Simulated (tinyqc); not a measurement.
Inside a calculation. Method: CIS and TDHF on RHF in the sto-3g basis, frozen core, for H2O, spin multiplicity 1. One step of it, computed by the program tinyqc.

Question. CIS matrix, singlets. A(ia,jb) = (e_a - e_i) d_ij d_ab + 2 (ia|jb) - (ij|ab).

orbital energies (hartree): MO1 -20.249178, MO2 -1.328055, MO3 -0.630104, MO4 -0.492160, MO5 -0.405870, MO6 0.688619, MO7 0.803792

Two-electron integrals over orbitals (pq|rs), unique and non-zero (hartree); the lowest 1 orbital is frozen and left out:
```
(22|22) 0.744719    (32|22) -0.007024   (32|32) 0.148473    (33|22) 0.669081
(33|32) 0.003176    (33|33) 0.660345    (42|22) 0.021069    (42|32) 0.000184
(42|33) 0.006454    (42|42) 0.114878    (43|22) -0.002590   (43|32) 0.010690
(43|33) -0.002127   (43|42) 0.004797    (43|43) 0.046799    (44|22) 0.670060
(44|32) 0.002959    (44|33) 0.616624    (44|42) -0.103477   (44|43) -0.007035
(44|44) 0.805658    (52|52) 0.140558    (53|52) 0.002615    (53|53) 0.030917
(54|52) -0.051476   (54|53) -0.001825   (54|54) 0.061505    (55|22) 0.745641
(55|32) 0.000942    (55|33) 0.649443    (55|42) -0.066112   (55|43) -0.006283
(55|44) 0.737464    (55|55) 0.880159    (62|22) -0.146561   (62|32) -0.007850
(62|33) -0.086782   (62|42) -0.014104   (62|43) 0.008242    (62|44) -0.088987
(62|55) -0.160675   (62|62) 0.105067    (63|22) -0.027259   (63|32) 0.028023
(63|33) -0.019771   (63|42) 0.015941    (63|43) 0.022769    (63|44) -0.030998
(63|55) -0.038693   (63|62) 0.022926    (63|63) 0.063534    (64|22) -0.079685
(64|32) 0.016284    (64|33) -0.042343   (64|42) 0.037277    (64|43) 0.002260
(64|44) -0.120432   (64|55) -0.105651   (64|62) 0.053624    (64|63) 0.023823
(64|64) 0.066784    (65|52) -0.058211   (65|53) -0.005837   (65|54) 0.004854
(65|65) 0.039272    (66|22) 0.637463    (66|32) 0.036373    (66|33) 0.590097
(66|42) 0.056542    (66|43) 0.015846    (66|44) 0.561890    (66|55) 0.604929
(66|62) -0.101175   (66|63) 0.010797    (66|64) -0.034134   (66|66) 0.627793
(72|22) -0.033012   (72|32) 0.027611    (72|33) -0.017161   (72|42) 0.000724
(72|43) -0.037762   (72|44) -0.023718   (72|55) -0.037103   (72|62) 0.011475
(72|63) -0.032814   (72|64) 0.014475    (72|66) -0.028140   (72|72) 0.060977
(73|22) 0.111872    (73|32) 0.009264    (73|33) 0.088087    (73|42) -0.079995
(73|43) -0.001393   (73|44) 0.155972    (73|55) 0.175105    (73|62) -0.072900
(73|63) -0.019666   (73|64) -0.070988   (73|66) 0.038751    (73|72) -0.024725
(73|73) 0.148716    (74|22) -0.008931   (74|32) -0.080523   (74|33) -0.009589
(74|42) 0.003212    (74|43) 0.009906    (74|44) -0.018917   (74|55) -0.015383
(74|62) 0.012922    (74|63) -0.032375   (74|64) -0.004759   (74|66) -0.028626
(74|72) -0.010649   (74|73) -0.018960   (74|74) 0.071279    (75|52) -0.013286
(75|53) 0.022378    (75|54) 0.002077    (75|65) 0.003637    (75|75) 0.023566
(76|22) 0.006377    (76|32) -0.089090   (76|33) -0.008926   (76|42) 0.011262
(76|43) -0.035734   (76|44) -0.011704   (76|55) -0.002189   (76|62) -0.009220
(76|63) -0.045580   (76|64) -0.013592   (76|66) -0.032263   (76|72) 0.015243
(76|73) -0.017455   (76|74) 0.050830    (76|76) 0.094900    (77|22) 0.634443
(77|32) -0.040394   (77|33) 0.624318    (77|42) -0.002208   (77|43) -0.016024
(77|44) 0.609761    (77|55) 0.624154    (77|62) -0.070040   (77|63) -0.036424
(77|64) -0.038895   (77|66) 0.566181    (77|72) -0.009704   (77|73) 0.069254
(77|74) 0.018201    (77|76) 0.031357    (77|77) 0.640788
```

Give: CIS matrix A, singlet.

Answer.

CIS matrix A, singlet (hartree), lower triangle:
```
        2>6     2>7     3>6     3>7    4>6    4>7    5>6    5>7
2>6   1.589
2>7   0.017   1.619
3>6   0.009   0.023   0.856
3>7  -0.057  -0.009  -0.030   1.107
4>6   0.051   0.018   0.032  -0.106  0.752
4>7   0.015  -0.019  -0.029  -0.022  0.002  0.829
5>6   0.000   0.000   0.000   0.000  0.000  0.000  0.568
5>7   0.000   0.000   0.000   0.000  0.000  0.000  0.009  0.633
```
